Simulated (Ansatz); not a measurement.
Pulling the pair apart

The pair of CH₄ (SMILES C, atoms 1–5) and SiH₃F (SMILES [SiH3]F, atoms 6–10), both closed shells, in one local arrangement (a lower one may exist), relaxed at PBE0-D4/def2-TZVP:

C1  (0.022, -0.022, -1.893)
H2  (-0.731, 0.726, -1.641)
H3  (-0.035, -0.246, -2.958)
H4  (-0.160, -0.931, -1.321)
H5  (1.013, 0.366, -1.658)
Si6  (-0.015, 0.060, 1.905)
F7  (-0.292, -1.436, 1.407)
H8  (-1.088, 0.935, 1.379)
H9  (1.308, 0.488, 1.392)
H10  (-0.022, 0.060, 3.387)
(Å)

SiH₃F is shifted rigidly along the line between the mean atom positions of the two fragments (negative: closer). Counterpoise interaction energies in kcal/mol. Program: Ansatz 0.2.0. Basis: def2-TZVPPD. Cores are frozen in the correlated methods.

| shift (Å) | MP2 | r2SCAN-D4 | HF |
| --- | --- | --- | --- |
| -0.38 | -0.01 | -0.45 | 2.12 |
| -0.19 | -0.57 | -0.88 | 1.00 |
| 0.00 | -0.73 | -0.95 | 0.43 |
| 0.19 | -0.71 | -0.87 | 0.16 |
| 0.46 | -0.59 | -0.69 | 0.00 |
| 0.95 | -0.34 | -0.40 | -0.05 |
| 1.90 | -0.11 | -0.13 | -0.02 |
| 3.80 | -0.02 | -0.02 | 0.00 |

Task: What does CCSD(T) give at these shifts? (To be estimated.)

Result: The calculation gives: -0.13, -0.67, -0.81, -0.78, -0.63, -0.36, -0.12, -0.02 kcal/mol. For zero shift, CCSD(T) at an estimated basis limit (MP2 extrapolated from triple and quadruple zeta, plus CCSD(T) − MP2 in triple zeta) gives -0.95 kcal/mol. These are counterpoise interaction energies, counted from the two frozen fragments.

No T1 diagnostic of these runs exceeds 0.011.

For scale, one of the runs: CCSD(T)/def2-TZVPPD, 244 basis functions, launched by `ansatz run in.yaml --threads 4 --pin off --events-out ev --progress --plain --max-ram 9574MiB`. Time: 22 s of wall clock on 4 CPU threads of an AMD EPYC 9R45; the host was shared. Peak host memory: 4.8 GiB.
